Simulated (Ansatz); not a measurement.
Consider the substitution at a C–S bond: `N/C=C\S` + H–F → `N/C=C\F` + H₂S.

Gas-phase electronic energies from Ansatz, PBE0-D4/def2-TZVP geometries. CCSD(T)/CBS adds triple-zeta CCSD(T) − MP2 to the extrapolated MP2 energy (def2 sets, frozen cores). This one scheme is used for every species. Double bonds are as drawn, so ΔE can hold a change between cis and trans. Functionals use def2-TZVPP. B3LYP here is the variant with VWN-RPA as its local correlation; programs differ in this. HSE06 is defined as in plane-wave codes. Each species was taken in one conformer, which may not be the lowest.

| level | ΔE (kcal/mol) | difference from CCSD(T)/CBS |
| --- | --- | --- |
| PBE-D4 | 11.4 | -1.3 |
| revPBE-D4 | 12.6 | -0.1 |
| BLYP-D4 | 9.8 | -2.9 |
| r2SCAN-D4 | 10.4 | -2.3 |
| B97M-V | 9.2 | -3.5 |
| PBE0-D4 | 12.0 | -0.7 |
| B3LYP-D4 | 10.1 | -2.6 |
| r2SCANh-D4 | 10.8 | -1.9 |
| r2SCAN0-D4 | 11.4 | -1.3 |
| HSE06-D4 | 12.0 | -0.7 |
| BHLYP-D4 | 10.0 | -2.7 |
| CAM-B3LYP-D4 | 8.8 | -3.9 |
| ωB97M-V | 10.2 | -2.5 |
| B2PLYP | 10.4 | -2.3 |
| PBE-QIDH | 13.0 | 0.3 |
| PBE | 10.2 | -2.5 |
| revPBE | 9.5 | -3.2 |
| BLYP | 7.1 | -5.6 |
| r2SCAN | 10.1 | -2.6 |
| PBE0 | 10.9 | -1.8 |
| B3LYP | 8.0 | -4.7 |
| r2SCANh | 10.5 | -2.2 |
| r2SCAN0 | 11.0 | -1.7 |
| HSE06 | 11.0 | -1.7 |
| BHLYP | 8.3 | -4.4 |
| CAM-B3LYP | 7.7 | -5.0 |
| LC-ωPBE | 9.8 | -2.9 |
| RPA@PBE/def2-TZVPP | 9.5 | -3.2 |
| HF/def2-SVP | 3.9 | -8.8 |
| CCSD/def2-SVP | 6.4 | -6.3 |
| CCSD(T)/def2-SVP | 6.9 | -5.8 |
| HF/def2-TZVPP | 6.5 | -6.2 |
| MP2/def2-TZVPP | 15.2 | 2.5 |
| SCS-MP2/def2-TZVPP | 12.4 | -0.3 |
| CCSD/def2-TZVPP | 10.4 | -2.3 |
| CCSD(T)/def2-TZVPP | 11.3 | -1.4 |
| SCS-MP2/def2-QZVPP | 13.2 | 0.5 |
| HF/CBS(def2) | 6.3 | -6.4 |
| MP2/CBS(def2) | 16.6 | 3.9 |
| CCSD/CBS(def2) | 11.8 | -0.9 |
| CCSD(T)/CBS | 12.7 | 0 |

Largest T1 diagnostic among the species: 0.012.

At CCSD(T), def2-SVP lies −5.8 kcal/mol from the extrapolated value and def2-TZVPP −1.4 kcal/mol. Leaving LDA and LC-ωPBE aside and taking each functional with its dispersion term where it has one, the values spread over 4.2 kcal/mol, from CAM-B3LYP-D4 to PBE-QIDH. LDA lies +1.2 kcal/mol from PBE without D4. In def2-TZVPP, CCSD(T) changes the Hartree–Fock value by +4.8 kcal/mol (the triples alone add +0.9 kcal/mol) and MP2 by +8.7 kcal/mol.
